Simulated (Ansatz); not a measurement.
Reaction (atomization): `CC=C=O` → 3 C• + 4 H• + O•

Calculated with Ansatz (gas phase, PBE0-D4/def2-TZVP geometries, no zero-point term in ΔE). CCSD(T)/CBS adds triple-zeta CCSD(T) − MP2 to the extrapolated MP2 energy (def2 sets, frozen cores). This one scheme is used for every species, atoms too. DFT in def2-TZVPP. Open shells (•) are unrestricted, without spin–orbit coupling. Spin–orbit coupling would lower the free atoms: a little for C, O.

CCSD(T)/CBS gives +35.74 eV.

(1) Another level gave +36.11 eV. Which?
A. r2SCAN/def2-TZVPP
B. HF/def2-TZVPP
C. BLYP-D4/def2-TZVPP
D. PBE/def2-TZVPP

Largest T1 diagnostic among the species: 0.015.

Answers

(1) A. r2SCAN 36.11, HF/def2-TZVPP 25.76, PBE 37.14, BLYP-D4 36.20 eV.

From r2SCAN to r2SCAN0 (25 % exact exchange), in def2-TZVPP and without D4, ΔE moves by −0.79 eV: exact exchange takes away binding that semilocal exchange gives to molecules. Leaving LDA and LC-ωPBE aside and taking each functional with its dispersion term where it has one, the values, not all of them listed here, spread over 2.74 eV, from BHLYP-D4 to PBE-D4. LDA lies +4.52 eV from PBE without D4, its usual overbinding. In def2-TZVPP, CCSD(T) changes the Hartree–Fock value by +9.12 eV (the triples alone add +0.66 eV) and MP2 by +10.05 eV; breaking electron pairs costs correlation energy, which Hartree–Fock lacks.

For atomizations the MP2-based limit and the directly extrapolated one differ by several kJ/mol either way, and by 10 to 25 for some Ge, Se and Sn compounds, so smaller differences from it don't rank the levels.
